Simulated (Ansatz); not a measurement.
Ansatz (a first-principles code) input (B3LYP-D3(BJ)/def2-TZVP):

Ansatz 0.2 input:
```yaml
crystal:
  periodic: [false, false, false]
  atoms:
    - {symbol: C, position_ang: [0.00080378, -0.02177211, 0.41324146]}
    - {symbol: C, position_ang: [-0.00024699, -0.78565312, -0.85206570]}
    - {symbol: C, position_ang: [-0.00289049, 0.75882242, -0.86330175]}
    - {symbol: C, position_ang: [0.00340449, -0.09814573, 1.74489492]}
    - {symbol: H, position_ang: [-0.90817693, -1.28775662, -1.19152984]}
    - {symbol: H, position_ang: [0.90811688, -1.28467239, -1.19490016]}
    - {symbol: H, position_ang: [0.90395000, 1.25679477, -1.21086112]}
    - {symbol: H, position_ang: [-0.91270055, 1.25370994, -1.20749014]}
    - {symbol: H, position_ang: [0.00238584, 0.94241549, 2.14816769]}
basis:
  gaussian:
    orbitals: def2-TZVP
hamiltonian:
  xc: b3lyp
  dispersion: d3bj
total_charge: -1
phonons: {temperatures: {t_min: 298.15, t_max: 298.15, t_step: 100}}
```

Output:

```
Functional definition: B3LYP
integrals: 0.05 GiB planned
940 factors; their error is unknown
mean field: 0.60 GiB planned
mean field evaluation 1: about -4221.8621 eV, gradient 4.6e1 eV
mean field evaluation 2: about -4186.4127 eV, gradient 8.8e1 eV
mean field evaluation 4: about -4227.3456 eV, gradient 9.6e0 eV
mean field evaluation 8: about -4227.6807 eV, gradient 1.9e-1 eV
mean field evaluation 16: about -4227.6682 eV, gradient 8.9e-3 eV
mean field -4227.66820334 eV, -155.3639408565 hartree, gradient 4.8e-6 eV, S^2 0.000000; 0 other end points of the search recorded, 0 dependent functions left out
the calculation of the forces begins
reference -4227.66844185 eV, -155.3639496214 hartree; 15, 15 occupied and 139, 139 virtual orbitals, 940 factors
these checks for a lower state are left out or cut short: stability, starts, cluster_reference, orbital_swaps, neighbouring_geometries, increment
integrals: 0.05 GiB planned
940 factors; their error is unknown
mean field: 0.60 GiB planned
mean field -4227.66795737 eV, -155.3639318173 hartree, gradient 2.9e-6 eV, S^2 0.000000; 0 other end points of the search recorded, 0 dependent functions left out
the calculation of the forces begins
reference -4227.66819591 eV, -155.3639405832 hartree; 15, 15 occupied and 139, 139 virtual orbitals, 940 factors
these checks for a lower state are left out or cut short: stability, starts, cluster_reference, orbital_swaps, neighbouring_geometries, increment
integrals: 0.05 GiB planned
940 factors; their error is unknown
mean field: 0.60 GiB planned
mean field evaluation 32: about -4227.6807 eV, gradient 5.9e-4 eV
mean field -4227.66793573 eV, -155.3639310218 hartree, gradient 2.9e-6 eV, S^2 0.000000; 0 other end points of the search recorded, 0 dependent functions left out
the calculation of the forces begins
reference -4227.66817421 eV, -155.3639397857 hartree; 15, 15 occupied and 139, 139 virtual orbitals, 940 factors
these checks for a lower state are left out or cut short: stability, starts, cluster_reference, orbital_swaps, neighbouring_geometries, increment
integrals: 0.05 GiB planned
940 factors; their error is unknown
mean field: 0.60 GiB planned
mean field -4227.66815395 eV, -155.3639390412 hartree, gradient 2.9e-6 eV, S^2 0.000000; 0 other end points of the search recorded, 0 dependent functions left out
the calculation of the forces begins
reference -4227.66839245 eV, -155.3639478060 hartree; 15, 15 occupied and 139, 139 virtual orbitals, 940 factors
these checks for a lower state are left out or cut short: stability, starts, cluster_reference, orbital_swaps, neighbouring_geometries, increment
integrals: 0.05 GiB planned
940 factors; their error is unknown
mean field: 0.60 GiB planned
mean field -4227.66815201 eV, -155.3639389699 hartree, gradient 2.9e-6 eV, S^2 0.000000; 0 other end points of the search recorded, 0 dependent functions left out
the calculation of the forces begins
reference -4227.66839052 eV, -155.3639477350 hartree; 15, 15 occupied and 139, 139 virtual orbitals, 940 factors
these checks for a lower state are left out or cut short: stability, starts, cluster_reference, orbital_swaps, neighbouring_geometries, increment
integrals: 0.05 GiB planned
940 factors; their error is unknown
mean field: 0.60 GiB planned
mean field -4227.66808919 eV, -155.3639366615 hartree, gradient 2.9e-6 eV, S^2 0.000000; 0 other end points of the search recorded, 0 dependent functions left out
the calculation of the forces begins
reference -4227.66832763 eV, -155.3639454238 hartree; 15, 15 occupied and 139, 139 virtual orbitals, 940 factors
these checks for a lower state are left out or cut short: stability, starts, cluster_reference, orbital_swaps, neighbouring_geometries, increment
integrals: 0.05 GiB planned
[...]
integrals: 0.05 GiB planned
940 factors; their error is unknown
mean field: 0.60 GiB planned
mean field evaluation 160: about -4227.6682 eV, gradient 3.0e-4 eV
mean field -4227.66815332 eV, -155.3639390182 hartree, gradient 2.9e-6 eV, S^2 0.000000; 0 other end points of the search recorded, 0 dependent functions left out
the calculation of the forces begins
reference -4227.66839183 eV, -155.3639477831 hartree; 15, 15 occupied and 139, 139 virtual orbitals, 940 factors
these checks for a lower state are left out or cut short: stability, starts, cluster_reference, orbital_swaps, neighbouring_geometries, increment
integrals: 0.05 GiB planned
940 factors; their error is unknown
mean field: 0.60 GiB planned
mean field -4227.66819173 eV, -155.3639404296 hartree, gradient 2.9e-6 eV, S^2 0.000000; 0 other end points of the search recorded, 0 dependent functions left out
the calculation of the forces begins
reference -4227.66843023 eV, -155.3639491945 hartree; 15, 15 occupied and 139, 139 virtual orbitals, 940 factors
these checks for a lower state are left out or cut short: stability, starts, cluster_reference, orbital_swaps, neighbouring_geometries, increment
integrals: 0.05 GiB planned
940 factors; their error is unknown
mean field: 0.60 GiB planned
mean field -4227.66816942 eV, -155.3639396099 hartree, gradient 2.9e-6 eV, S^2 0.000000; 0 other end points of the search recorded, 0 dependent functions left out
the calculation of the forces begins
reference -4227.66840795 eV, -155.3639483754 hartree; 15, 15 occupied and 139, 139 virtual orbitals, 940 factors
these checks for a lower state are left out or cut short: stability, starts, cluster_reference, orbital_swaps, neighbouring_geometries, increment
integrals: 0.05 GiB planned
940 factors; their error is unknown
mean field: 0.60 GiB planned
mean field -4227.66820105 eV, -155.3639407721 hartree, gradient 2.9e-6 eV, S^2 0.000000; 0 other end points of the search recorded, 0 dependent functions left out
the calculation of the forces begins
reference -4227.66843954 eV, -155.3639495363 hartree; 15, 15 occupied and 139, 139 virtual orbitals, 940 factors
these checks for a lower state are left out or cut short: stability, starts, cluster_reference, orbital_swaps, neighbouring_geometries, increment
integrals: 0.05 GiB planned
940 factors; their error is unknown
mean field: 0.60 GiB planned
mean field -4227.66813910 eV, -155.3639384954 hartree, gradient 2.9e-6 eV, S^2 0.000000; 0 other end points of the search recorded, 0 dependent functions left out
the calculation of the forces begins
reference -4227.66837758 eV, -155.3639472593 hartree; 15, 15 occupied and 139, 139 virtual orbitals, 940 factors
these checks for a lower state are left out or cut short: stability, starts, cluster_reference, orbital_swaps, neighbouring_geometries, increment
integrals: 0.05 GiB planned
940 factors; their error is unknown
mean field: 0.60 GiB planned
mean field evaluation 192: about -4227.6804 eV, gradient 5.0e-1 eV
mean field -4227.66811838 eV, -155.3639377342 hartree, gradient 2.9e-6 eV, S^2 0.000000; 0 other end points of the search recorded, 0 dependent functions left out
the calculation of the forces begins
reference -4227.66835692 eV, -155.3639465002 hartree; 15, 15 occupied and 139, 139 virtual orbitals, 940 factors
these checks for a lower state are left out or cut short: stability, starts, cluster_reference, orbital_swaps, neighbouring_geometries, increment
integrals: 0.05 GiB planned
940 factors; their error is unknown
mean field: 0.60 GiB planned
mean field -4227.66819173 eV, -155.3639404296 hartree, gradient 2.9e-6 eV, S^2 0.000000; 0 other end points of the search recorded, 0 dependent functions left out
the calculation of the forces begins
reference -4227.66843023 eV, -155.3639491945 hartree; 15, 15 occupied and 139, 139 virtual orbitals, 940 factors
these checks for a lower state are left out or cut short: stability, starts, cluster_reference, orbital_swaps, neighbouring_geometries, increment
integrals: 0.05 GiB planned
940 factors; their error is unknown
mean field: 0.60 GiB planned
mean field -4227.66815400 eV, -155.3639390430 hartree, gradient 2.9e-6 eV, S^2 0.000000; 0 other end points of the search recorded, 0 dependent functions left out
the calculation of the forces begins
reference -4227.66839250 eV, -155.3639478080 hartree; 15, 15 occupied and 139, 139 virtual orbitals, 940 factors
these checks for a lower state are left out or cut short: stability, starts, cluster_reference, orbital_swaps, neighbouring_geometries, increment
integrals: 0.05 GiB planned
940 factors; their error is unknown
mean field: 0.60 GiB planned
mean field -4227.66816770 eV, -155.3639395465 hartree, gradient 2.9e-6 eV, S^2 0.000000; 0 other end points of the search recorded, 0 dependent functions left out
the calculation of the forces begins
reference -4227.66840623 eV, -155.3639483122 hartree; 15, 15 occupied and 139, 139 virtual orbitals, 940 factors
these checks for a lower state are left out or cut short: stability, starts, cluster_reference, orbital_swaps, neighbouring_geometries, increment
integrals: 0.05 GiB planned
940 factors; their error is unknown
mean field: 0.60 GiB planned
mean field evaluation 224: about -4227.6682 eV, gradient 8.7e-3 eV
mean field -4227.66820282 eV, -155.3639408373 hartree, gradient 2.9e-6 eV, S^2 0.000000; 0 other end points of the search recorded, 0 dependent functions left out
the calculation of the forces begins
reference -4227.66844131 eV, -155.3639496014 hartree; 15, 15 occupied and 139, 139 virtual orbitals, 940 factors
these checks for a lower state are left out or cut short: stability, starts, cluster_reference, orbital_swaps, neighbouring_geometries, increment
integrals: 0.05 GiB planned
940 factors; their error is unknown
mean field: 0.60 GiB planned
mean field -4227.66820833 eV, -155.3639410398 hartree, gradient 2.9e-6 eV, S^2 0.000000; 0 other end points of the search recorded, 0 dependent functions left out
the calculation of the forces begins
reference -4227.66844690 eV, -155.3639498069 hartree; 15, 15 occupied and 139, 139 virtual orbitals, 940 factors
these checks for a lower state are left out or cut short: stability, starts, cluster_reference, orbital_swaps, neighbouring_geometries, increment
integrals: 0.05 GiB planned
940 factors; their error is unknown
mean field: 0.60 GiB planned
mean field -4227.66815157 eV, -155.3639389536 hartree, gradient 2.9e-6 eV, S^2 0.000000; 0 other end points of the search recorded, 0 dependent functions left out
the calculation of the forces begins
reference -4227.66839001 eV, -155.3639477164 hartree; 15, 15 occupied and 139, 139 virtual orbitals, 940 factors
these checks for a lower state are left out or cut short: stability, starts, cluster_reference, orbital_swaps, neighbouring_geometries, increment
integrals: 0.05 GiB planned
940 factors; their error is unknown
mean field: 0.60 GiB planned
mean field -4227.66816056 eV, -155.3639392843 hartree, gradient 2.9e-6 eV, S^2 0.000000; 0 other end points of the search recorded, 0 dependent functions left out
the calculation of the forces begins
reference -4227.66839904 eV, -155.3639480482 hartree; 15, 15 occupied and 139, 139 virtual orbitals, 940 factors
these checks for a lower state are left out or cut short: stability, starts, cluster_reference, orbital_swaps, neighbouring_geometries, increment
integrals: 0.05 GiB planned
940 factors; their error is unknown
mean field: 0.60 GiB planned
mean field evaluation 256: about -4227.6682 eV, gradient 2.9e-6 eV
mean field -4227.66816782 eV, -155.3639395511 hartree, gradient 2.9e-6 eV, S^2 0.000000; 0 other end points of the search recorded, 0 dependent functions left out
the calculation of the forces begins
reference -4227.66840636 eV, -155.3639483171 hartree; 15, 15 occupied and 139, 139 virtual orbitals, 940 factors
Total energy: -4227.92436538 eV, -155.3733546376 hartree
Atom 0 at     0.000804    -0.021772     0.413241 Å, force     0.000001    -0.000196     0.000310 eV/Å
Atom 1 at    -0.000247    -0.785653    -0.852066 Å, force    -0.000000     0.000646     0.000474 eV/Å
Atom 2 at    -0.002890     0.758822    -0.863302 Å, force     0.000001    -0.000327     0.000011 eV/Å
Atom 3 at     0.003404    -0.098146     1.744895 Å, force    -0.000001    -0.000069    -0.000698 eV/Å
Atom 4 at    -0.908177    -1.287757    -1.191530 Å, force    -0.000027    -0.000125    -0.000092 eV/Å
Atom 5 at     0.908117    -1.284672    -1.194900 Å, force     0.000027    -0.000125    -0.000092 eV/Å
Atom 6 at     0.903950     1.256795    -1.210861 Å, force     0.000016     0.000033     0.000021 eV/Å
Atom 7 at    -0.912701     1.253710    -1.207490 Å, force    -0.000016     0.000033     0.000021 eV/Å
Atom 8 at     0.002386     0.942415     2.148168 Å, force    -0.000000     0.000130     0.000045 eV/Å
Dipole moment:    -0.002666     0.283306    -1.177694 e Å
Vibrations: 276.23 420.69 667.55 726.29 775.24 789.25 973.04 976.97 1018.72 1033.99 1051.17 1117.31 1147.81 1448.04 1462.01 1645.40 2784.45 3005.71 3009.06 3051.15 3072.08 cm⁻¹, zero-point energy 1.887794 eV
```

It need not be the lowest isomer of its formula. Whether it binds its extra electron was not tested at this geometry.
